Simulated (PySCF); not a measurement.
**PH2OH: 4 charge schemes on one density**

Species: PH2OH, H₃OP.
Geometry (PBE0-D3(BJ)/def2-SVP, Å), atoms numbered from 1 in this order:
```xyz
5
H3OP angstrom
O      0.9550   -0.1876    0.3989
P     -0.3945    0.1346   -0.5303
H      1.7253   -0.1846   -0.1783
H     -1.0064    1.1296    0.2993
H     -1.2621   -0.8864   -0.0238
```

Density: PBE0/pcSseg-1 (PySCF); schemes: Mulliken, IAO, Hirshfeld and ESP-fitted. One conformer (not necessarily the lowest) at the PBE0-D3(BJ)/def2-SVP geometry, without solvent, vibrations or thermal averaging.

What partial charge does each atom carry?

In e; atoms taken as equivalent share a row and are averaged (×n: the atom named and its like, n in all):

| atom | environment | Mulliken | IAO | Hirshfeld | ESP-fitted |
| --- | --- | --- | --- | --- | --- |
| O1 | hydroxyl oxygen | -0.547 | -0.726 | -0.272 | -0.510 |
| P2 | three-coordinate phosphorus | +0.271 | +0.429 | +0.146 | -0.186 |
| H3 | hydroxyl hydrogen | +0.253 | +0.364 | +0.168 | +0.438 |
| H4/H5 | P–H hydrogen | +0.012 | -0.034 | -0.021 | +0.129 |

Mean size of the charges over all atoms: IAO 0.317 e, ESP-fitted 0.278 e, Mulliken 0.219 e, Hirshfeld 0.125 e. Each set sums to the total charge, 0, to within 0.001 e. The IAO scheme counts the electrons in orthogonalised intrinsic atomic orbitals, a minimal basis polarised so that it spans the occupied orbitals exactly. The ESP scheme fits charges at the nuclei, held to the total charge, to the electrostatic potential on points at 1.4 to 2.0 times the van der Waals radii.

Lowest charge. All schemes agree: Mulliken O1 (-0.547); IAO O1 (-0.726); Hirshfeld O1 (-0.272); ESP-fitted O1 (-0.510).

Highest charge. The schemes don't all agree: Mulliken P2 (+0.271); IAO P2 (+0.429); Hirshfeld H3 (+0.168); ESP-fitted H3 (+0.438).

Sum the charges by element, for elements with more than one atom.

```tsv
element	atoms	Mulliken	IAO	Hirshfeld	ESP-fitted
H	3	+0.277	+0.297	+0.126	+0.696
```

How many electrons does the Hirshfeld scheme count on P2?

Z − q = 15 − (+0.146) = 14.854.
